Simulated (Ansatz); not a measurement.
# Si2H4F radical (SMILES F[SiH][SiH3]): a rigid scan of the bond length Si3–H5

How does the energy rise as the bond length Si3–H5 leaves its equilibrium value, and do density functionals follow CCSD(T)? No other atom is relaxed.

Method: single points in def2-TZVPP; program: Ansatz 0.2.0, Gaussian basis.

Levels: PBE-D4, r2SCAN-D4, PBE0-D4, B3LYP-D4, wB97M-V, Hartree-Fock, MP2, CCSD, CCSD(T). The scan takes 1.220, 1.282, 1.374, 1.482, 1.600, 1.728, 1.864, 2.007 Å.

Correlated methods freeze the cores. Orbitals are unrestricted. B3LYP uses VWN-RPA correlation.

29 further runs of the same task are left out: 29 set aside as unsound or not needed.

**1. The starting structure**

The minimum, relaxed at PBE0-D4: SMILES `F[SiH][SiH3]`, 7 atoms, charge 0, spin multiplicity 2.

Atoms are counted from 1 here; the program's logs count them from 0.

Bond lengths: F1–Si2 1.610 Å, Si2–Si3 2.341 Å, Si2–H4 1.493 Å, Si3–H5 1.487 Å, Si3–H6 1.489 Å, Si3–H7 1.485 Å. Angles: F1–Si2–Si3 111.0°, F1–Si2–H4 106.8°, Si3–Si2–H4 114.0°, Si2–Si3–H5 106.5°, Si2–Si3–H6 113.1°, Si2–Si3–H7 109.4°, H5–Si3–H6 109.3°, H5–Si3–H7 109.4°, H6–Si3–H7 109.1°.

Geometry (Å):

```xyz
7

F    -0.4360   -2.0045    1.2769
Si   -0.2845   -1.3616   -0.1917
Si    0.4657    0.8520   -0.0650
H    -1.6061   -1.5164   -0.8690
H     0.5413    1.3524   -1.4637
H    -0.4401    1.7308    0.7250
H     1.8211    0.8792    0.5419
```

Energies of the minimum (eV), from earlier single points: PBE-D4 -18528.21691, r2SCAN-D4 -18536.48602, PBE0-D4 -18529.80661, B3LYP-D4 -18540.52573, wB97M-V -18536.76286, CCSD(T) -18510.48321.

At the minimum the bond length Si3–H5 is 1.487 Å.

**2. Si3–H5 = 1.220 Å**

Contents of ccsdt-tzvpp/in.yaml:

```yaml
crystal:
  periodic: [false, false, false]
  atoms:
    - {symbol: F, position_ang: [-0.435991, -2.004466, 1.276922]}
    - {symbol: Si, position_ang: [-0.284485, -1.361622, -0.191744]}
    - {symbol: Si, position_ang: [0.465682, 0.851964, -0.065023]}
    - {symbol: H, position_ang: [-1.606106, -1.516438, -0.869047]}
    - {symbol: H, position_ang: [0.527671, 1.262436, -1.212224]}
    - {symbol: H, position_ang: [-0.440119, 1.730828, 0.725008]}
    - {symbol: H, position_ang: [1.821060, 0.879217, 0.541893]}
basis:
  gaussian: {orbitals: def2-TZVPP}
magnetization: {spin_polarized: true, initial_magnetization: 1}
correlation: {method: ccsd_t}
scf: {omitted_lower_state_checks: [cluster_reference]}
```

No record of the launch command was kept for these runs.

The runs that follow: Si3–H5 = 1.282 Å; Si3–H5 = 1.374 Å; Si3–H5 = 1.482 Å; Si3–H5 = 1.600 Å; Si3–H5 = 1.728 Å; Si3–H5 = 1.864 Å; Si3–H5 = 2.007 Å.

**Question.** What will these runs give? Wanted: highest point, CCSD(T); lowest point, CCSD(T); minimum along the scan, CCSD(T); RMS deviation from CCSD(T); largest T1 diagnostic.

The runs gave:

| quantity | value |
| --- | --- |
| highest point, CCSD(T) | 119.2 kJ/mol at 2.007 Å |
| lowest point, CCSD(T) | 0.0 kJ/mol at 1.482 Å |
| minimum along the scan, CCSD(T) | 1.482 Å |
| curvature there | 17.9 eV/Å² |
| RMS deviation from CCSD(T) | PBE-D4 7.1, r2SCAN-D4 1.5, PBE0-D4 1.9, B3LYP-D4 2.4, wB97M-V 2.7, Hartree-Fock 5.9, MP2 4.2, CCSD 1.0 kJ/mol |
| largest T1 diagnostic | 0.017 |

What this shows: A polynomial through the near points puts the CCSD(T) minimum 0.005 Å below the PBE0-D4 value. The third derivative is negative, the usual anharmonicity of a bond. Curvature against CCSD(T): PBE-D4 -8 %, Hartree-Fock +6 %. The curve of CCSD lies nearest to CCSD(T), that of PBE-D4 farthest. 1 further points are left out, because the reference changes its state there.
